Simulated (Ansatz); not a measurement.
Relaxation of BClH3 (5 atoms, charge 0, multiplicity 2), to a largest force component of 0.03 eV/Å in at most 50 steps.

These are results of Ansatz, UHF/def2-SVP, not measurements.

```xyz
5
Properties=species:S:1:pos:R:3:forces:R:3
B 0.000 0.000 -0.341 0.00 0.00 -0.47
Cl 0.000 0.000 2.733 0.00 0.00 1.88
H 1.074 0.000 -0.873 -0.09 0.00 0.02
H -1.074 0.000 -0.873 0.09 0.00 0.02
H 0.000 0.000 4.055 0.00 0.00 -1.47
```

Problem. Where does it end, and by what steps?

Solution. It converged. The force dipped under the threshold on the way, but the program's further checks kept it going. After 9 steps the energy has fallen by 0.188 eV; Cl2 moved furthest, 0.94 Å.

```json
{"step": "0", "energy less start (eV)": "0.0000", "largest force component (eV/Å)": "1.884", "accepted": "yes"}
{"step": "1", "energy less start (eV)": "-0.1269", "largest force component (eV/Å)": "0.662", "accepted": "yes"}
{"step": "2", "energy less start (eV)": "-0.1665", "largest force component (eV/Å)": "0.112", "accepted": "yes"}
{"step": "3", "energy less start (eV)": "-0.1772", "largest force component (eV/Å)": "0.222", "accepted": "yes"}
{"step": "4", "energy less start (eV)": "-0.1831", "largest force component (eV/Å)": "0.151", "accepted": "yes"}
{"step": "5", "energy less start (eV)": "-0.1842", "largest force component (eV/Å)": "0.200", "accepted": "yes"}
{"step": "6", "energy less start (eV)": "-0.1867", "largest force component (eV/Å)": "0.013", "accepted": "yes"}
{"step": "7", "energy less start (eV)": "-0.1874", "largest force component (eV/Å)": "0.019", "accepted": "yes"}
{"step": "8", "energy less start (eV)": "-0.1880", "largest force component (eV/Å)": "0.003", "accepted": "yes"}
{"step": "9", "energy less start (eV)": "-0.1881", "largest force component (eV/Å)": "0.001", "accepted": "yes"}
```

```xyz
5
Properties=species:S:1:pos:R:3
B 0.000 0.000 -0.954
Cl 0.000 0.000 3.673
H 1.071 0.000 -1.482
H -1.071 0.000 -1.482
H 0.000 0.000 4.944
```

Whether the end is a true minimum wasn't checked by a vibrational analysis.

Run time: 4.4 s on 1 thread of Arm Neoverse V1, on a shared host, peak memory 0.093 GiB.
